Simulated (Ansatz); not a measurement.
# Two structures, one formula

Two relaxed structures of AlSiH4, doublet (PBE0-D4/def2-TZVP; forces vanish, vibrations not checked).

A:

```
6
angstrom
Al 0.7261 -1.1080 1.2374
Si -0.3316 0.6091 -0.1993
H 1.3010 -2.4299 0.5312
H -1.5316 0.0445 -0.8855
H 0.6136 1.0812 -1.2542
H -0.7775 1.8031 0.5705
```

B:

```json
{"atom": "Al1", "x (Å)": "0.7530", "y (Å)": "-1.2747", "z (Å)": "1.2058"}
{"atom": "Si2", "x (Å)": "-0.5649", "y (Å)": "0.3848", "z (Å)": "0.1348"}
{"atom": "H3", "x (Å)": "1.0572", "y (Å)": "-2.6196", "z (Å)": "0.4261"}
{"atom": "H4", "x (Å)": "-1.1422", "y (Å)": "0.2701", "z (Å)": "-1.2304"}
{"atom": "H5", "x (Å)": "1.2898", "y (Å)": "-0.9879", "z (Å)": "2.6683"}
{"atom": "H6", "x (Å)": "-0.9398", "y (Å)": "1.6954", "z (Å)": "0.7281"}
```

Program: Ansatz 0.2.0. Basis: def2-TZVPP. Cores are frozen in the correlated methods; orbitals are unrestricted. B3LYP uses VWN-RPA correlation.

(1) Which structure is lower at CCSD(T), and by how much? (An estimate is asked for; the value comes from the calculation.)

(2) Do the other methods give the same order? (A judgement: the text doesn't fix the answer.)

The T1 diagnostic stays at or below 0.017. ⟨S²⟩ of the unrestricted Hartree–Fock references: 0.76 to 0.77 (a pure state has 0.75).

## Answers

(1) By the calculation: B, by 0.58 kcal/mol (electronic energy, against the other); a gap this small isn't resolved in one triple-zeta basis. By their contacts, A is AlSiH₄ ([AlH][SiH3]) and B is AlSiH₄ ([AlH2][SiH2]).

(2) The calculation gives: Not all: PBE-D4, PBE0-D4, B3LYP-D4, HF give the other order.

```
   method  E(B) − E(A) (kcal/mol)
   PBE-D4                    0.55
r2SCAN-D4                   -0.77
  PBE0-D4                    0.38
 B3LYP-D4                    0.01
  wB97M-V                   -1.12
       HF                    0.60
      MP2                   -0.01
     CCSD                   -0.64
  CCSD(T)                   -0.58
```

Labels in which every atom is bracketed show which atoms are joined, not bond orders.

For scale, one of the runs: CCSD(T)/def2-TZVPP, 140 basis functions, launched by `ansatz run in.yaml --threads 2 --pin off --events-out ev --progress --plain --max-ram 4352MiB`. Time: 14 s of wall clock on 2 CPU threads of an Arm Neoverse V2; the host was shared. Peak host memory: 1.5 GiB.
